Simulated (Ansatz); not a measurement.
Geometry optimisation, RKS B3LYP-D4/def2-SVP (Ansatz).

Input:

```yaml
crystal:
  periodic: [false, false, false]
  atoms:
    - { symbol: C, position_ang: [-0.716, -1.9742, -0.242] }
    - { symbol: "N", position_ang: [-0.8883, -0.9445, 0.8043] }
    - { symbol: C, position_ang: [-0.5408, 0.3747, 0.3303] }
    - { symbol: F, position_ang: [-0.614, 1.2302, 1.3852] }
    - { symbol: O, position_ang: [0.87, 0.4001, -0.0039] }
    - { symbol: C, position_ang: [1.2717, 1.727, -0.3767] }
    - { symbol: H, position_ang: [-1.3907, -1.6845, -1.0947] }
    - { symbol: H, position_ang: [-1.0357, -2.8904, 0.1208] }
    - { symbol: H, position_ang: [0.2685, -2.0102, -0.5727] }
    - { symbol: H, position_ang: [-0.2246, -1.1588, 1.5724] }
    - { symbol: H, position_ang: [-1.1426, 0.7131, -0.4692] }
    - { symbol: H, position_ang: [2.3479, 1.6816, -0.6372] }
    - { symbol: H, position_ang: [1.1104, 2.4437, 0.4373] }
    - { symbol: H, position_ang: [0.6714, 2.0631, -1.225] }
basis:
  gaussian: { orbitals: def2-SVP }
hamiltonian:
  xc: b3lyp
  dispersion: d4
relax:
  f_tol: 0.02
  max_steps: 50
```

Command:

```bash
$ ansatz run input.yaml --threads 2 --pin off --max-ram 3072MiB --backend cpu --events-out ev --progress --plain --runs-dir out
```

Where does it end, and by what steps?

It converged. After 5 steps the energy has fallen by 0.453 eV; F4 moved furthest, 0.18 Å.

| step | energy less start (eV) | largest force component (eV/Å) | accepted |
| --- | --- | --- | --- |
| 0 | 0.0000 | 3.265 | yes |
| 1 | -0.3786 | 1.137 | yes |
| 2 | -0.4440 | 0.223 | yes |
| 3 | -0.4510 | 0.121 | yes |
| 4 | -0.4519 | 0.159 | yes |
| 5 | -0.4530 | 0.019 | yes |

```xyz
14
Properties=species:S:1:pos:R:3
C -0.733 -1.942 -0.264
N -0.814 -0.948 0.794
C -0.477 0.368 0.411
F -0.781 1.227 1.450
O 0.876 0.486 0.125
C 1.277 1.740 -0.386
H -1.414 -1.663 -1.085
H -1.070 -2.916 0.122
H 0.280 -2.067 -0.695
H -0.258 -1.210 1.608
H -1.086 0.683 -0.463
H 2.338 1.660 -0.662
H 1.157 2.541 0.363
H 0.694 2.013 -1.288
```

Time of the run: 17 s on 2 threads of Intel(R) Xeon(R) 6975P-C (Granite Rapids) (shared host), peak memory 0.33 GiB.
